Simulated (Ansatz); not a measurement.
Consider the homolysis of the B–N bond: `BNB` → `[BH2]`• + `B[NH]`•.

Program: Ansatz. Geometries: PBE0-D4/def2-TZVP. ΔE: electronic, gas phase. CBS: MP2 limit from def2 TZ/QZ plus the TZ coupled-cluster correction, frozen cores. This one scheme is used for every species. DFT in def2-TZVPP. HSE06 is defined as in plane-wave codes. No spin–orbit coupling; open shells (•) take unrestricted orbitals.

`BNB`:

```xyz
8

B     1.257    0.026    0.184
N     0.006    0.135   -0.472
B    -1.261   -0.111    0.113
H     1.272   -0.301    1.332
H     2.262    0.261   -0.422
H     0.019    0.413   -1.444
H    -2.249    0.017   -0.550
H    -1.305   -0.440    1.259
```

`[BH2]`•:

Z-matrix (Å, degrees):
```
B
H 1 1.191
H 1 1.191 2 129.5
```

`B[NH]`•:

```xyz
5

B    -0.375    0.287    0.115
N     0.559   -0.624   -0.138
H    -0.158    1.441   -0.176
H    -1.422   -0.018    0.626
H     1.396   -1.086   -0.427
```

```csv
level,ΔE (eV)
PBE0-D4,6.13
HSE06-D4,6.13
ωB97M-V,6.34
PBE,5.99
BLYP,5.79
CAM-B3LYP,6.14
CCSD(T)/def2-SVP,6.22
MP2/CBS(def2),6.68
```

What does CCSD(T)/CBS give? (Estimate.)

Computed: +6.34 eV. The listed levels differ from it by -0.21, -0.21, 0.00, -0.35, -0.55, -0.20, -0.12, 0.34 eV.

Largest T1 diagnostic among the species: 0.030.

From PBE to PBE0 (25 % exact exchange), in def2-TZVPP and without D4, ΔE moves by +0.11 eV. At CCSD(T), def2-SVP lies −0.12 eV from the extrapolated value and def2-TZVPP −0.11 eV: correlation converges slowly with the basis, and small sets miss more of it in the bonded molecule than in its fragments. The D4 term adds +0.08 eV with B3LYP and +0.04 eV with PBE0; it sums over pairs of atoms, weighted by their polarisabilities, and B3LYP, whose exchange is more repulsive, gets the larger term.

B3LYP here is the variant with VWN-RPA as its local correlation; programs differ in this.
